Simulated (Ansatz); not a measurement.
Relaxation of CH$_{8}$AlN (11 atoms, charge 0, multiplicity 1), to a largest force component of 0.03 eV/Å in at most 50 steps.

Level of theory: RHF/def2-SVP in Ansatz.

```xyz
11
Properties=species:S:1:pos:R:3:forces:R:3
Al -0.001 -0.141 0.140 0.10 -0.03 1.67
N -0.021 -0.141 2.002 -0.07 -0.45 -1.59
H -0.866 -0.175 2.541 0.03 -0.02 0.05
H 0.770 -0.327 2.589 -0.01 0.03 -0.03
H 1.425 -0.146 -0.538 0.00 -0.03 0.00
C -1.681 -0.125 -0.873 0.02 0.00 -0.02
H -2.197 -1.089 -0.813 -0.01 -0.02 0.01
H -2.372 0.632 -0.493 -0.04 0.01 0.02
H -1.512 0.084 -1.934 0.00 0.00 0.01
H -0.210 2.530 0.814 -0.08 1.25 -1.12
H -0.184 2.023 1.317 0.07 -0.73 1.00
```

Q: Where does it end, and by what steps?

A: The forces met the threshold. The force dipped under the threshold on the way, but the program's further checks kept it going. After 27 steps the energy has fallen by 0.306 eV; H10 moved furthest, 1.73 Å.

| step | energy less start (eV) | largest force component (eV/Å) | accepted |
| --- | --- | --- | --- |
| 0 | 0.0000 | 1.673 | yes |
| 1 | -0.1897 | 0.976 | yes |
| 2 | -0.2456 | 0.463 | yes |
| 3 | -0.2710 | 0.208 | yes |
| 4 | -0.2581 | 0.266 | no |
| 5 | -0.2737 | 0.083 | yes |
| 6 | -0.2770 | 0.055 | yes |
| 7 | -0.2805 | 0.052 | yes |
| 8 | -0.2823 | 0.285 | yes |
| 9 | -0.2852 | 0.187 | yes |
| 10 | -0.2884 | 0.200 | yes |
| 11 | -0.2882 | 0.403 | no |
| 12 | -0.2925 | 0.176 | yes |
| 13 | -0.2942 | 0.346 | yes |
| 14 | -0.2964 | 0.210 | yes |
| 15 | -0.2998 | 0.063 | yes |
| 16 | -0.2999 | 0.131 | yes |
| 17 | -0.3019 | 0.189 | yes |
| 18 | -0.3036 | 0.020 | yes |
| 19 | -0.3038 | 0.124 | yes |
| 20 | -0.3041 | 0.056 | yes |
| 21 | -0.3043 | 0.006 | yes |
| 22 | -0.3047 | 0.039 | yes |
| 23 | -0.3045 | 0.117 | no |
| 24 | -0.3051 | 0.057 | yes |
| 25 | -0.3051 | 0.083 | yes |
| 26 | -0.3054 | 0.046 | yes |
| 27 | -0.3056 | 0.008 | yes |

```xyz
11
Properties=species:S:1:pos:R:3
Al -0.109 -0.555 0.028
N -0.114 0.015 1.708
H -0.921 0.317 2.219
H 0.690 0.041 2.306
H 1.282 -1.016 -0.566
C -1.770 -0.597 -1.023
H -1.990 -1.612 -1.371
H -2.639 -0.246 -0.459
H -1.686 0.026 -1.920
H 0.223 3.745 1.964
H 0.184 3.005 1.865
```

Whether the end is a true minimum wasn't checked by a vibrational analysis.

Time of the run: 39 s on 1 thread of Arm Neoverse V1 (shared host), peak memory 0.14 GiB.
